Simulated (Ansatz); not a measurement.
The same path of C2H7NO (11 atoms, charge 0, multiplicity 1) was run twice with different band settings. The coordinate that changes most is the height of N4 over the plane of its neighbours.

The calculation used RKS PBE/6-31G* (Ansatz).

Relaxed end points:

```xyz
11
Properties=species:S:1:pos:R:3
C -0.545 1.342 -0.008
O -0.771 0.140 0.707
C 0.336 -0.774 0.621
N 0.581 -1.412 -0.651
H -0.451 1.180 -1.103
H -1.417 1.991 0.170
H 0.370 1.867 0.343
H 0.096 -1.552 1.364
H 1.270 -0.258 0.928
H -0.282 -1.850 -0.993
H 0.877 -0.731 -1.358
```

```xyz
11
Properties=species:S:1:pos:R:3
C -0.604 1.422 0.057
O -0.759 0.192 0.757
C 0.316 -0.701 0.528
N 0.382 -1.128 -0.865
H -0.515 1.263 -1.033
H -1.501 2.023 0.276
H 0.295 1.976 0.408
H 0.138 -1.517 1.258
H 1.290 -0.220 0.770
H -0.292 -1.879 -1.044
H 1.315 -1.487 -1.091
```

Common settings: movable images 9; climbing image yes; optimiser quadratic models (default); start path through a guess of the saddle point; force threshold 0.05 eV/Å; iteration limit 60; end points relaxed.

| run | spring |
| --- | --- |
| 1 | 5.0 eV/Å² |
| 2 | 20.0 eV/Å² |

(1) What does each run give, and how far can it be trusted?

## Answers

(1) Run 1: converged after 10 iterations, highest image 0.193 eV above the first end. A vibrational analysis at the climbing image gives one clearly imaginary mode, 561i cm⁻¹: a first-order saddle point.
Run 2: converged after 14 iterations, highest image 0.193 eV above the first end. Another band between the same ends (9 images) ends at a top of the same energy, where a vibrational analysis finds 1 clearly imaginary mode.
